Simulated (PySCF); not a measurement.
(chloromethyl)cyclopropane, C4H7Cl.
Bonds: Cl1–C2, C2–C3, C3–C4, C4–C5, C3–C5. Hydrogens: H6, H7 on C2; H8 on C3; H9, H10 on C4; H11, H12 on C5.

Theory: PySCF, PBE0-D3(BJ)/def2-TZVP geometry optimisation, gas phase.

Give the optimised bond lengths and angles.

| bond | length (Å) |
| --- | --- |
| Cl1–C2 | 1.792 |
| C2–C3 | 1.489 |
| C3–C4, C3–C5 | 1.498 |
| C4–C5 | 1.497 |
| C2–H6, C2–H7 | 1.090 |
| C3–H8 | 1.084 |
| C4–H9, C5–H11 | 1.084 |
| C4–H10, C5–H12 | 1.082 |

Bonds in one row agree within 0.01 Å and their mean is given. A selection of angles:
| angle | degrees |
| --- | --- |
| Cl1–C2–C3 | 111.9 |
| Cl1–C2–H6 | 106.4 |
| C3–C2–H6 | 111.1 |
| H6–C2–H7 | 108.9 |
| C2–C3–C4 | 118.3 |
| C2–C3–C5 | 119.6 |
| C2–C3–H8 | 114.7 |
| C4–C3–C5 | 60.0 |
| C4–C3–H8 | 116.8 |
| C3–C4–C5 | 59.8 |
| C3–C4–H9 | 117.8 |
| C3–C4–H10 | 117.8 |
| C5–C4–H9 | 117.9 |
| C5–C4–H10 | 118.6 |
| H9–C4–H10 | 114.3 |

Dihedral angles: Cl1–C2–C3–C4 153° (antiperiplanar); C2–C3–C4–C5 -110° (anticlinal); C2–C3–C5–C4 108° (anticlinal). The mirror-image conformer, all signs reversed, is as good.

Of the pairs four or more bonds apart, H6···H9 is among the closest relative to their van der Waals radii: 2.48 Å, 103 % of the sum of Bondi's values. The 3-membered ring C3–C4–C5 has internal angles of 59.8° to 60.2°.

Point group: C1 (no symmetry element, even within 0.4 Å). Not checked by PBE0-D3(BJ)/def2-TZVP frequencies. One conformer, not necessarily the lowest.

Hardware: one thread, Intel Xeon Platinum 8488C (x86_64), on a shared host. Cost: 52 s wall, 0.85 GiB resident at most. That covers the optimisation of the geometry.
